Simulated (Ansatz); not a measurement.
# H2Ge–CH, doublet: the ladder up to UCCSDT(Q)

Geometry: a point of a stretch scan, not a stationary point.

```xyz
5

Ge    0.0000    0.0077    0.2256
C     0.0000   -0.0838   -1.3427
H     0.0000    1.3347    0.9844
H     0.0000   -1.2546    1.0757
H     0.0000    0.3649   -2.3221
```

Basis cc-pVTZ; Ansatz 0.2.0. Correlated methods freeze the noble-gas cores and the filled d shells of p-block atoms, which leaves 11 electrons in 100 orbitals. Prefix R: restricted or restricted open-shell reference; prefix U: unrestricted. Active spaces: pair = (3e, 3o) about the gap. No spin–orbit coupling is included, and no scalar relativity.

Full CI isn't at hand for all of this; UCCSDT(Q) serves as the reference, and is uncertain by the last step of the cluster series or more. The frozen core follows each run's orbitals, which can shift R against U totals by a few meV for light atoms and by up to 0.1 eV past Ca.

Unrestricted rows (U) aren't spin-pure: their determinants' ⟨S²⟩ exceeds S(S+1) by up to 0.23, so they mix in states of higher spin.

* UHF ⟨S²⟩: 0.979
* T1 diagnostic (RCCSD): 0.0246
* largest doubles amplitude (RCCSD): 0.106
* T1 diagnostic (UCCSD): 0.0451

```
   level  E − E(UHF) (eV)
    UMP2          -6.4490
   UCCSD          -7.4883
UCCSD(T)          -7.7979
```

Problem. Estimate how far UCCSDT(Q) in cc-pVTZ lies from UCCSD(T). The table doesn't fix it; the size of (T) and the diagnostics are the guide.

Solution. UCCSDT(Q) in cc-pVTZ lies 6.0 kJ/mol below UCCSD(T), which is 20 % of the (T) step (-29.9 kJ/mol). T1 is raised, the determinant isn't spin-pure, but (T) still catches most of what CCSD lacks. The miss exceeds 1 kcal/mol.

The other levels:

| level | E − E(UCCSDT(Q)) (kJ/mol) | wall time |
| --- | --- | --- |
| UCCSDT | 1.9 | – |

Run but not shown, since their state, orbitals or frozen core can't be matched to the reference's or they repeat it: RHF, RMP2, RCCSD, RCCSD(T), BCCD(T), RCCSDT, RCCSDT(Q), CASSCF (pair space), NEVPT2 (pair space).
